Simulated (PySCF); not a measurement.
C5H7N.
SMILES with atom numbers: `[CH2:1]=[C:2]([CH3:3])[C@H:4]1[CH:5]=[N:6]1` (hydrogens: H7, H8 on C1; H9, H10, H11 on C3; H12 on C4; H13 on C5)

Geometry (GFN2-xTB, Å), atoms numbered from 1 in this order:
```
atom  x, y, z in Å
C1    -0.5183    1.0518   -1.4248
C2    -0.2504    0.2566   -0.3977
C3    -1.2141    0.0132    0.7233
C4     1.0417   -0.4530   -0.3039
C5     1.6162   -0.8305    0.9825
N6     1.0974   -1.7969    0.3860
H7     0.1872    1.2059   -2.2232
H8    -1.4534    1.5777   -1.5037
H9    -0.7977    0.3661    1.6678
H10   -2.1550    0.5240    0.5417
H11   -1.3994   -1.0559    0.8237
H12    1.7092   -0.3299   -1.1515
H13    2.1322   -0.5284    1.8620
```

The closed-shell ground state was solved at several levels (PySCF, density fitting, gas phase, non-relativistic).

```csv
level,basis functions,total energy (Eh),HOMO (eV),LUMO (eV),gap (eV),dipole (D)
PBE0/pcSseg-1,137,-249.0654,-6.76,-0.73,6.03,2.17
PBE0/def2-SVPD,176,-248.9276,-6.81,-0.86,5.95,2.09
```

What might B3LYP/pcJ-1 (232 basis functions) give for the same quantities?

Total energy -249.4104 Eh, HOMO -6.53 eV, LUMO -0.97 eV, gap 5.56 eV, dipole 2.15 D.

Over all these levels, which gives the widest orbital gap and which the narrowest?

PBE0/pcSseg-1 (global hybrid, 25 % exact exchange) has the widest, 6.03 eV, and B3LYP/pcJ-1 (global hybrid, 20 % exact exchange) the narrowest, 5.56 eV. Functional and basis both differ between the two, so the spread mixes both effects.

How far do the dipole and the HOMO energy spread over the levels?

The dipole runs from 2.09 to 2.17 D (mean 2.14 D) and the HOMO from -6.81 to -6.53 eV.

One conformer stands for the species.
